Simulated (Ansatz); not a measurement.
C₄H₆O₂, SMILES `C=COC(C)=O`. Charge 0, multiplicity 1.

Z-matrix (Å, degrees):
```
C
C 1 1.494
H 1 1.092 2 109.8
H 1 1.087 2 109.5 3 -121.2
H 1 1.092 2 109.8 3 117.7
O 2 1.197 1 126.2 3 121.3
O 2 1.359 1 110.1 3 -58.7
C 7 1.371 2 117.9 1 -180.0
C 8 1.321 7 120.2 2 -179.8
H 8 1.082 7 114.6 2 0.2
H 9 1.081 8 119.5 7 -180.0
H 9 1.083 8 121.7 7 -0.0
```

Give the diagnostics of a CCSD(T)/def2-TZVPP run (frozen core, the Gaussian-basis code of Ansatz). (Estimate.)

Ansatz gave: T1 = 0.0144, largest single amplitude 0.033, largest double 0.066, (T) share of the correlation energy 4.2 %, 10 CCSD cycles. The RHF solution is stable towards an unrestricted one. T1 lies under the customary mark of 0.02 for closed shells.
